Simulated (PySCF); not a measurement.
SiB⁻: energy against distance

Set-up: PySCF, no relativity, basis sets Si def2-TZVPPD, B def2-TZVPPD. Energies in eV from Si⁻ + B in their ground configurations at the same level. State: ³Π (triplet), unpaired electrons σ ↑, π ↑.

```tsv
R (Å)	PBE
1.598	-3.036
1.672	-3.600
1.746	-3.925
1.802	-4.050
1.858	-4.097
1.914	-4.083
1.988	-3.993
2.081	-3.803
2.192	-3.508
2.341	-3.068
```

Put a parabola through the three lowest points of the PBE curve and estimate Re, k and ωe (reduced mass 7.9 u; 1 eV/Å² = 0.16022 mdyn/Å; ωe = 1302.8·√(k/μ) cm⁻¹).

Through R = 1.802, 1.858, 1.914 Å the second-order coefficient is 9.73 eV/Å², so Re ≈ 1.873 Å, k ≈ 3.12 mdyn/Å and ωe ≈ 818 cm⁻¹. A polynomial fit of higher order to the unrounded PBE energies gives Re = 1.871 Å, k = 2.94 mdyn/Å, ωe = 795 cm⁻¹; anharmonicity and rounding make the difference.

The higher-order fit for each curve: PBE: Re = 1.871 Å, ωe = 795 cm⁻¹, De = 4.10 eV.

For an ion De counts to the pair picked by the measured ionisation energies or electron affinities, which need not be the lowest pair at this level. The highest Kohn–Sham level is positive in this anion. Much of that is self-interaction error, but it also means that the finite basis helps to hold the extra electron. The state was picked by a PBE0 search and need not be the measured ground state.
